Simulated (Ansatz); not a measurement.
**One shape, several levels: CH2AlN (SMILES N#[C][AlH2])**

Wanted: a comparison of 6 runs (HF/STO-3G, UHF/STO-3G, r2SCAN0/STO-3G, wB97X/STO-3G, MP2/STO-3G, CCSDT(Q)/STO-3G) of CH2AlN. 

The results are computed with Ansatz 0.2.0.

72 further runs of the same task are left out: 3 that didn't finish, 69 set aside as unsound or not needed.

## Step 1: The structure to begin with

The species is CH2AlN (5 atoms), meant as a singlet with charge 0. SMILES: `N#[C][AlH2]`. The Al3–C2 distance was set to 2.907 Å, away from the relaxed value. At this shape a bond of the SMILES string is far longer than usual.

Bond lengths: N1–C2 1.154 Å, Al3–H4 1.573 Å, Al3–H5 1.572 Å. Angles: H4–Al3–H5 126.1°.

## Step 2: The energy at HF/STO-3G (run 1)

The input, job.yaml:

```yaml
crystal:
  periodic: [false, false, false]
  atoms:
    - symbol: N
      position_ang: [1.943016, -1.890015, 1.967416]
    - symbol: C
      position_ang: [1.274916, -1.242015, 1.285016]
    - symbol: Al
      position_ang: [-0.407200, 0.390000, -0.434600]
    - symbol: H
      position_ang: [-1.629700, -0.322900, -1.120200]
    - symbol: H
      position_ang: [-0.009700, 1.903200, -0.592600]
basis:
  gaussian:
    orbitals: STO-3G
total_charge: 0
hamiltonian:
  xc: hf
accuracy: high
```

The run is started by

```sh
$ ansatz run job.yaml --threads 1 --pin off --max-ram 2610MiB --events-out events.jsonl --progress --plain --runs-dir runs
```

The program printed:

```text
Warning: RAYON_NUM_THREADS=1 ignored (pool sized by the plan → 1); use --threads N
Functional definition: HF
  name "HF"
  exchange = exact_x
  correlation = 0
349 factors; integrals over basis functions are off by at most 2.8e-8 eV
mean field evaluation 1: about -9008.0959 eV, gradient 2.7e1 eV
mean field evaluation 2: about -9008.0966 eV, gradient 2.7e1 eV
mean field evaluation 4: about -9010.9432 eV, gradient 3.4e0 eV
mean field evaluation 8: about -9011.0036 eV, gradient 6.0e-2 eV
mean field -9011.00358709 eV, -331.1482739479 hartree, gradient 1.0e-8 eV, S^2 0.000000; 0 other end points of the search recorded, 0 dependent functions left out
reference -9011.00358709 eV, -331.1482739479 hartree; 14, 14 occupied and 7, 7 virtual orbitals, 349 factors
Total energy: -9011.00358709 eV, -331.1482739479 hartree
```

Run time: 0.12 s. Hardware: 1 thread of Arm Neoverse V1, shared host.

## Step 3: The energy at UHF/STO-3G (run 2)

The input, run.yaml:

```yaml
crystal:
  periodic: [false, false, false]
  atoms:
    - {symbol: "N", position_ang: [1.943016, -1.890015, 1.967416]}
    - {symbol: C, position_ang: [1.274916, -1.242015, 1.285016]}
    - {symbol: Al, position_ang: [-0.407200, 0.390000, -0.434600]}
    - {symbol: H, position_ang: [-1.629700, -0.322900, -1.120200]}
    - {symbol: H, position_ang: [-0.009700, 1.903200, -0.592600]}
basis:
  gaussian:
    orbitals: STO-3G
magnetization:
  spin_polarized: true
  initial_magnetization: 0
hamiltonian:
  xc: hf
accuracy: high
```

The run is started by

```sh
$ ansatz run run.yaml --threads 1 --pin off --max-ram 2610MiB --events-out events.jsonl --progress --plain --runs-dir runs
```

The program printed:

```text
Warning: RAYON_NUM_THREADS=1 ignored (pool sized by the plan → 1); use --threads N
[... 4 set-up lines as earlier in the session ...]
349 factors; integrals over basis functions are off by at most 2.8e-8 eV
mean field evaluation 1: about -9008.0959 eV, gradient 1.9e1 eV
mean field evaluation 2: about -9008.0966 eV, gradient 1.9e1 eV
mean field evaluation 4: about -9010.9432 eV, gradient 2.4e0 eV
mean field evaluation 8: about -9011.0036 eV, gradient 3.1e-2 eV
mean field evaluation 16: about -9011.0195 eV, gradient 6.1e-1 eV
mean field evaluation 32: about -9010.8351 eV, gradient 1.5e0 eV
mean field -9011.03071719 eV, -331.1492709608 hartree, gradient 1.8e-8 eV, S^2 0.298128; 2 other end points of the search recorded, 0 dependent functions left out
reference -9011.03071719 eV, -331.1492709608 hartree; 14, 14 occupied and 7, 7 virtual orbitals, 349 factors
Total energy: -9011.03071719 eV, -331.1492709608 hartree
```

Wall time 0.22 s (1 thread of Arm Neoverse V1, shared host).

Runs 3 to 5 aren't shown in full; the table further down has their settings and results.

## Step 4: A single-point energy at CCSDT(Q)/STO-3G (run 6)

Changes to run.yaml since step 3:

```diff
@@ -11,7 +11,7 @@
     orbitals: STO-3G
-magnetization:
-  spin_polarized: true
-  initial_magnetization: 0
-hamiltonian:
-  xc: hf
+correlation:
+  method: ccsdt_q
+  frozen_orbitals: {Al: 5, C: 1, H: 0, "N": 1}
 accuracy: high
+scf:
+  omitted_lower_state_checks: [cluster_reference, increment]
```

The run is started by

```sh
$ ansatz run run.yaml --threads 1 --pin off --max-ram 2610MiB --events-out events.jsonl --progress --plain --runs-dir runs
```

The program printed (excerpt; [...] marks lines left out):

```text
Warning: RAYON_NUM_THREADS=1 ignored (pool sized by the plan → 1); use --threads N
[... 2 set-up lines as earlier in the session ...]
[...]
349 factors; integrals over basis functions are off by at most 2.8e-8 eV
[...]
mean field -9011.00358709 eV, -331.1482739479 hartree, gradient 1.0e-8 eV, S^2 0.000000; 0 other end points of the search recorded, 0 dependent functions left out; unrestricted orbitals would lower it
7 core orbitals not correlated: weight in the atoms' cores, before any rotation towards them, 0.999 or more for the frozen orbitals, at most 0.001 for the correlated occupied ones
reference -9011.00358709 eV, -331.1482739479 hartree; 7, 7 occupied and 7, 7 virtual orbitals, 349 factors
second order -5.06000690 eV of doubles, -0.00000000 eV of singles
cycle   1  -5.09734782 eV  change   -3.7e-2 eV  update   1.2e-1
[...]
cycle  31  -5.79877841 eV  change  -7.0e-11 eV  update  7.5e-10
perturbative correction -0.05105451 eV, -0.0018762186 hartree
Total energy: -9016.85342000 eV, -331.3632513424 hartree
Checks for a lower state left out: cluster_reference, increment
```

Wall time 0.58 s (1 thread of Arm Neoverse V1, shared host).

## Step 5: Overview of the runs

```csv
run,level,frozen core orbitals,energy (Eh),wall time
1,HF/STO-3G,–,-331.148274,0.12 s
2,UHF/STO-3G,–,-331.149271,0.22 s
3,r2SCAN0/STO-3G,–,-332.122143,2.5 s
4,wB97X/STO-3G,–,-332.171979,4.8 s
5,MP2/STO-3G,7,-331.334226,0.12 s
6,CCSDT(Q)/STO-3G,7,-331.363251,0.58 s
```

## Step 6: Outcome

```
                                          quantity          value
                               run 6: total energy  -331.36325 Eh
run 6: correlation energy (7 core orbitals frozen)     -215.0 mEh
                              run 6: T1 diagnostic          0.035
```

**Reading.** Below the UHF energy at the same shape and in the same basis (STO-3G): MP2 -185.0 mEh; CCSDT(Q) -214.0 mEh. Some of these start from another determinant than that one, so these aren't their correlation energies. Totals of different functionals can't be ranked against each other. In runs 5, 6 the log says that unrestricted orbitals would lower the reference, so the values rest on an unstable closed-shell determinant (other closed-shell runs at this shape may share the fault). In runs 1, 2, 3, 4, 5, 6 the basis is minimal, so the values are rough. Spin contamination of the reference: run 2 ⟨S²⟩ = 0.30. All runs together took 8.3 s, the longest 4.8 s.
